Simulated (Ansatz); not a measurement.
For cubic perovskite CsSnBr₃, PBEsol in Ansatz (PAW) gives:

- lattice parameter a: 5.765 Å
- bulk modulus: 22.1 GPa
- cohesive energy: 3.05 eV/atom
- band gap: 0.22 eV

### Question
What does HSE06 (plane waves, PAW; Ansatz, a first-principles code) give for the same quantities?

### Answer

- lattice constant a: 5.872 Å (rises by 1.9 %)
- bulk modulus: 20.7 GPa (shrinks by 6.3 %)
- cohesive energy: 2.79 eV/atom (falls by 0.26 eV/atom)
- band gap: 1.03 eV (grows by 0.81 eV)

Changes are worked out from the printed values.

Unless a cell is named, each level is at its own relaxed cell (PBEsol 38.33, HSE06 40.50 Å³/atom).

Levels without +SOC leave out spin–orbit coupling, which shifts energies and cells of such heavy elements.

Spin–orbit coupling is included only where a level's name says +SOC; with heavier elements it mostly lowers gaps and can invert bands. Density-functional gaps are differences of (generalised) Kohn–Sham levels.

Caveats: the relaxation could not lower the start's symmetry, so the cell can be a saddle point above a distorted one (PBEsol, HSE06). Ansatz's density-functional and Hartree–Fock values are scalar-relativistic unless marked +SOC, with PAW data made under PBE.
